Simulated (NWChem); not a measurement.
**Correlation energy of ozone (O3)**

```xyz
3

O     -1.0607     0.0000    -0.2102
O      0.0000     0.0000     0.4204
O      1.0607     0.0000    -0.2102
```
Charge 0, spin multiplicity 1.

All runs are NWChem calculations. The geometry was optimised at PBE0/def2-SVP, a minimum by its harmonic frequencies.

Basis set: cc-pVTZ. Each correlation energy counts from its own Hartree-Fock reference.

```
method        correlation energy (mHa)  difference from CCSD(T)
------------  ------------------------  -----------------------
RI-MP2                          -762.0                    +15.3
MP2                             -762.0                    +15.3
SCS-MP2                         -737.8                    +39.5
CR-CCSD[T]                      -768.0                     +9.3
CR-CCSD(T)                      -765.8                    +11.5
CCSD                            -734.0                    +43.3
CCSD+T(CCSD)                    -780.3                     -3.0
CCSD(T)                         -777.3                      0.0
```

The values span 46.4 mHa, from CCSD+T(CCSD) (lowest) to CCSD (highest). 

The correlated methods keep 3 core orbitals frozen. The species is likely to have several important configurations. Coupled-cluster values serve here as a point of comparison, not as the truth.
